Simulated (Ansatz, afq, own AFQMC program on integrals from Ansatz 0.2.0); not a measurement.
**Atomization energy of AlH₂S₂Cl, singlet**

```yaml
atoms:
  - { symbol: S, position_ang: [-0.4136, 1.7515, -1.1990] }
  - { symbol: Al, position_ang: [0.0040, -0.0182, -0.0100] }
  - { symbol: S, position_ang: [1.2046, 0.1797, 1.7897] }
  - { symbol: Cl, position_ang: [-0.7432, -1.8954, -0.5927] }
  - { symbol: H, position_ang: [-1.1366, 1.0587, -2.1077] }
  - { symbol: H, position_ang: [1.1269, -1.1402, 2.0735] }
```

Connectivity, by distances: SH–Al(–SH)–Cl.

Atoms in their ground-state spins without spin–orbit coupling (mostly on UHF) minus the molecule (RHF), without zero-point energy. The geometry is a stationary point, not shown to be a minimum.

Basis def2-TZVP. Only valence electrons are correlated. AFQMC by an in-house program on the Cholesky factors that Ansatz 0.2.0 writes for its CCSD(T) run. ph-AFQMC/CISD is guided by a CISD state made of CCSD amplitudes; releasing the constraint for a short imaginary time cuts its bias at the price of noise, slowly where states lie close. ± is one standard error of the sampling. The errors of all members are added in quadrature.

No full CI on the walks' own integrals is used here. The released AFQMC energy serves as the reference, which it does only where one determinant dominates, the energy is flat over the last release times and near the phaseless one (40 meV or 2 meV an electron, half that with transition metals). On small molecules, where full CI could be run and the noise was under 10 meV, such values lay within 10 meV of it in 19 cases of 20, a flattering rate, since the rule was set on those same cases; what remains of the bias isn't in the error bar. Each member takes its own surest rung, up to full CI.

The best estimate is CCSD(T) at the basis-set limit (CBS: def2-TZVPP and def2-QZVPP, with their diffuse functions for anions and beside diffuse sets, CCSD(T) itself extrapolated) plus the step from CCSD(T) to AFQMC with the constraint released in def2-TZVP. Rows without CBS are in def2-TZVP; B2PLYP and the wave-function rows carry a basis error of their own. Core correlation and relativity beyond core potentials are missing, and ± holds the sampling alone.

Cautions: AlH₂S₂Cl (singlet): the released value is read at 0.90 1/Eh with a noise of 17 meV, more than in the cases checked (meV from the phaseless value at times in 1/Eh: 16 ± 13 at 0.21, 6 ± 12 at 0.42, -9 ± 11 at 0.63, 19 ± 17 at 0.90); other spins of the molecule weren't checked.

```json
{"level": "CCSD", "atomization energy (eV)": "17.889"}
{"level": "HF", "atomization energy (eV)": "13.950"}
{"level": "B3LYP", "atomization energy (eV)": "18.467"}
```

**Question.** From these cheaper values, estimate the atomization energy at the level of the best estimate.

**Answer.** 19.265 ± 0.017 eV (best estimate, highest rung released AFQMC).

| level | atomization energy (eV) | error against the best estimate (eV) |
| --- | --- | --- |
| MP2 | 18.724 | -0.541 ± 0.017 |
| CCSD(T) | 18.249 | -1.015 ± 0.017 |
| ph-AFQMC/CISD | 18.287 ± 0.011 | -0.978 ± 0.020 |
| released AFQMC | 18.248 ± 0.017 | -1.017 |
| HF/CBS | 13.996 | -5.269 ± 0.017 |
| MP2/CBS | 19.692 | 0.427 ± 0.017 |
| CCSD(T)/CBS | 19.279 | 0.014 ± 0.017 |
| PBE | 19.045 | -0.219 ± 0.017 |
| r2SCAN | 19.301 | 0.036 ± 0.017 |
| PBE0 | 18.859 | -0.406 ± 0.017 |
| wB97M-V | 19.282 | 0.017 ± 0.017 |
| B2PLYP | 18.561 | -0.704 ± 0.017 |

Correlation beyond CCSD(T) changes it by less than twice the noise. Going to the basis-set limit adds 1.030 eV at CCSD(T). The perturbative (T) step is worth +0.361 eV. The functionals spread over 0.834 eV; wB97M-V and r2SCAN come nearest and B3LYP is 0.797 eV too low.

Best estimates are given only where the step beyond CCSD(T) is under 0.3 eV and no member's determinant is very poor (T1 over 0.05, or 0.07 for open shells, ⟨S²⟩ too high by 0.3, two states mixed), so the hardest cases are missing from such tables.

The functionals ran in a triple-zeta set and keep a basis error of their own, a few kJ/mol for each bond in atomization energies and more for double hybrids, so close places among them and the extrapolated levels can swap.

Each member of a difference takes its own highest rung, so a best estimate needn't equal the limit plus the step of one row. Released energies are given only where the last usable release times agree within the noise; a slower fall can still hide under it.
